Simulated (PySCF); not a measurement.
Potential energy of NaLi⁻ along the bond

Set-up: PySCF, no relativity, basis sets Na aug-pcseg-1, Li aug-pcseg-1. Energies in eV from Na + Li⁻ in their ground configurations at the same level. State: ²Σ⁺ (doublet), unpaired electrons σ ↑.

```
R (Å)  ROHF-CCSD     PBE0  ROHF-CCSD(T)
2.876             -0.7032              
3.010    -0.5250  -0.7448       -0.5555
3.143    -0.5554  -0.7687       -0.5855
3.244    -0.5687  -0.7776       -0.5986
3.344    -0.5755  -0.7802       -0.6050
3.444    -0.5769  -0.7777       -0.6061
3.578    -0.5721  -0.7682       -0.6009
3.745    -0.5580  -0.7491       -0.5864
3.946    -0.5332  -0.7191       -0.5610
4.213             -0.6728
```

Question: Put a parabola through the three lowest points of the ROHF-CCSD curve and estimate Re, k and ωe (reduced mass 5.376 u; 1 eV/Å² = 0.16022 mdyn/Å; ωe = 1302.8·√(k/μ) cm⁻¹).

Answer: Through R = 3.344, 3.444, 3.578 Å the second-order coefficient is 0.213 eV/Å², so Re ≈ 3.427 Å, k ≈ 0.0682 mdyn/Å and ωe ≈ 147 cm⁻¹. A polynomial fit of higher order to the unrounded ROHF-CCSD energies gives Re = 3.423 Å, k = 0.0725 mdyn/Å, ωe = 151 cm⁻¹; anharmonicity and rounding make the difference.

The higher-order fit for each curve: ROHF-CCSD: Re = 3.423 Å, ωe = 151 cm⁻¹, De = 0.58 eV; PBE0: Re = 3.342 Å, ωe = 160 cm⁻¹, De = 0.78 eV; ROHF-CCSD(T): Re = 3.417 Å, ωe = 152 cm⁻¹, De = 0.61 eV.

Correlated steps freeze 1 core orbital. Correlated levels converge slowly with the basis: in double zeta they bind strong bonds too weakly, by up to about 1 eV, and carry superposition errors of some tenths. For an ion De counts to the pair picked by the measured ionisation energies or electron affinities, which need not be the lowest pair at this level. The highest Kohn–Sham level is positive in this anion. Much of that is self-interaction error, but it also means that the finite basis helps to hold the extra electron. The state is the lowest determinant that a PBE0 search found; another state may lie lower at other levels.
